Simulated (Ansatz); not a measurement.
System: C$_{3}$H$_{5}$, charge 0, doublet. C3H5 (SMILES [CH2]C=C, doublet).
B3LYP-D3(BJ)/def2-TZVP minimum from Ansatz (a program for electronic structure):
```
C
C 1 1.3797
C 1 1.3797 2 124.97
H 3 1.0806 1 121.50 2 180.00
H 2 1.0806 1 121.50 3 180.00
H 3 1.0830 4 117.52 1 180.00
H 2 1.0830 5 117.52 1 180.00
H 1 1.0865 2 117.52 5 0.00
```
Charge 0, spin multiplicity 2.

Property: atomisation energy (electronic, to ground-state atoms), in kcal/mol. Open shells are spin-unrestricted; no spin-orbit coupling. CBS(X,Y): correlation extrapolated as X^-3, Hartree-Fock from the larger set. A bracket is a step between two methods taken in the basis named. Functionals run without relativity, which enters their misses. Double hybrids freeze cores in their MP2 part. '+ core + X2C': CCSD(T) terms for core correlation (cc-pwCVTZ) and scalar relativity (cc-pVTZ-DK). For partners of very few electrons the exact lower level stands in for a higher one. The UHF reference of C3H5 ([CH2]C=C, doublet) is spin-contaminated (<S^2> up to 0.20 over the pure value in the sets run).

CCSD(T)/CBS(cc-pVTZ,cc-pVQZ) + [CCSDT(Q) - CCSD(T)]/cc-pVDZ + core + X2C (Ansatz) gives 767.3 kcal/mol.

Problem. How far off this value is PBE/def2-TZVPD (Ansatz), in which direction, and which of these levels come nearer: r2SCAN/def2-TZVPD, wB97M-V/def2-TZVPD, B2PLYP/def2-TZVPD, CCSD(T)/CBS(cc-pVTZ,cc-pVQZ) + core + X2C?

Solution. PBE gives 783.3 kcal/mol, 16.0 kcal/mol above it. Differences of the others: r2SCAN/def2-TZVPD (Ansatz) 4.9; wB97M-V/def2-TZVPD (Ansatz) -0.9; B2PLYP/def2-TZVPD (Ansatz) -8.5; CCSD(T)/CBS(cc-pVTZ,cc-pVQZ) + core + X2C (Ansatz) -0.9 kcal/mol. Nearer than PBE: r2SCAN/def2-TZVPD, wB97M-V/def2-TZVPD, B2PLYP/def2-TZVPD, CCSD(T)/CBS(cc-pVTZ,cc-pVQZ) + core + X2C.
